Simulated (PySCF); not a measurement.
Isomers of C4H12N2, mass 88.100 u with the commonest isotopes. Theory: PySCF, PBE0-D3(BJ)/def2-SVP geometry optimisation, gas phase. One conformer each, none proved a minimum here; rigid rotors.

Question: Order these by radius of gyration √(Σ m r²/M), largest first.
A. `[CH3:1][CH:2]([CH2:3][NH2:4])[CH2:5][NH2:6]` with C1–C2–C3–N4 60°, C2–C3–N4–H -174° and 68°, C1–C2–C5–N6 -59°, C2–C5–N6–H -56° and 62°
B. `[CH3:1][N:2]([CH3:3])[CH2:4][CH2:5][NH2:6]` with C1–N2–C4–C5 -159°, N2–C4–C5–N6 56°, C4–C5–N6–H 66° and -47°
C. `[CH3:1][C:2]([CH3:3])([CH3:4])[NH:5][NH2:6]` with C2–N5–N6–H 36° and -85°
D. `[CH3:1][CH2:2][CH2:3][CH2:4][NH:5][NH2:6]` with C1–C2–C3–C4 -179°, C2–C3–C4–N5 -60°, C3–C4–N5–N6 -60°, C4–N5–N6–H 90° and -150°

Answer: D (1.983 Å), A (1.918 Å), B (1.807 Å), C (1.669 Å).

Question: Order these by out-of-plane moment Σ m c² = (Ia + Ib − Ic)/2, largest first.
A. `[CH3:1][N:2]([CH3:3])[CH2:4][CH2:5][NH2:6]` with C1–N2–C4–C5 -159°, N2–C4–C5–N6 56°, C4–C5–N6–H 66° and -47°
B. `[CH3:1][CH2:2][CH2:3][CH2:4][NH:5][NH2:6]` with C1–C2–C3–C4 -179°, C2–C3–C4–N5 -60°, C3–C4–N5–N6 -60°, C4–N5–N6–H 90° and -150°
C. `[CH3:1][C:2]([CH3:3])([CH3:4])[NH:5][NH2:6]` with C2–N5–N6–H 36° and -85° (tert-butylhydrazine)
D. `[CH3:1][CH:2]([CH2:3][NH2:4])[CH2:5][NH2:6]` with C1–C2–C3–N4 60°, C2–C3–N4–H -174° and 68°, C1–C2–C5–N6 -59°, C2–C5–N6–H -56° and 62°

Answer: C (57.16 u·Å²), A (33.30 u·Å²), B (23.36 u·Å²), D (14.80 u·Å²).

Question: Order these by rotational constant A, smallest first.
A. `[CH3:1][C:2]([CH3:3])([CH3:4])[NH:5][NH2:6]` with C2–N5–N6–H 36° and -85° (tert-butylhydrazine)
B. `[CH3:1][CH2:2][CH2:3][CH2:4][NH:5][NH2:6]` with C1–C2–C3–C4 -179°, C2–C3–C4–N5 -60°, C3–C4–N5–N6 -60°, C4–N5–N6–H 90° and -150°
C. `[CH3:1][N:2]([CH3:3])[CH2:4][CH2:5][NH2:6]` with C1–N2–C4–C5 -159°, N2–C4–C5–N6 56°, C4–C5–N6–H 66° and -47°

Answer: A (4408 MHz), C (5762 MHz), B (6858 MHz).

```csv
SMILES,point group,Ia (u·Å²),Ib (u·Å²),Ic (u·Å²),κ,μa (D),μb (D),μc (D)
CC(C)(C)NN,–,114.66,187.86,188.20,-0.99,0.86,1.25,0.26
CCCCNN,C1,73.70,295.94,322.91,-0.95,0.80,1.25,0.95
CN(C)CCN,C1,87.71,233.14,254.26,-0.90,1.51,0.76,0.54
CC(CN)CN,–,72.87,266.06,309.34,-0.90,1.27,0.39,0.89
```
